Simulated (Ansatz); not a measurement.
C5H12S (`CC(C)CCS`). Charge 0, multiplicity 1. Geometry: relaxed with PBE0-D4/def2-TZVP. It is one conformer, not always the lowest.

```xyz
18

C    -0.395    1.937    0.509
C     0.105    0.502    0.441
C     1.612    0.464    0.234
C    -0.644   -0.258   -0.648
C    -0.299   -1.730   -0.796
S    -0.559   -2.738    0.690
H     0.094    2.488    1.317
H    -0.187    2.469   -0.426
H    -1.473    1.976    0.681
H    -0.117    0.014    1.397
H     2.123    1.056    0.996
H     2.010   -0.552    0.293
H     1.883    0.877   -0.744
H    -0.453    0.228   -1.615
H    -1.722   -0.166   -0.469
H    -0.858   -2.172   -1.622
H     0.760   -1.865   -1.028
H    -1.882   -2.530    0.791
```

What is the dipole moment at PBE/def2-TZVPP? (An estimate is asked.)

Ansatz gave: 1.45 D, with components (-0.47, 0.99, -0.95) D in this frame, pointing from negative to positive charge.

And with r2SCAN, B3LYP, ωB97M-V? (An estimate is asked.)

Ansatz gave: r2SCAN 1.53 D, B3LYP 1.45 D, ωB97M-V 1.44 D.

Give the Mulliken charges with PBE, ωB97M-V, B3LYP in def2-TZVPP. (Best estimate.)

Computed: 
```csv
atom,PBE,ωB97M-V,B3LYP
C1,-0.26,-0.31,-0.26
C2,0.11,-0.02,0.11
C3,-0.27,-0.32,-0.28
C4,-0.13,-0.20,-0.12
C5,-0.13,-0.24,-0.14
S6,-0.21,-0.17,-0.19
H7,0.08,0.10,0.08
H8,0.07,0.10,0.07
H9,0.07,0.10,0.08
H10,0.03,0.07,0.03
H11,0.07,0.10,0.08
H12,0.08,0.10,0.08
H13,0.07,0.10,0.07
H14,0.05,0.10,0.06
H15,0.06,0.10,0.06
H16,0.11,0.14,0.11
H17,0.10,0.13,0.10
H18,0.10,0.10,0.09
```

B3LYP here is the variant with VWN-RPA as its local correlation; programs differ in this.
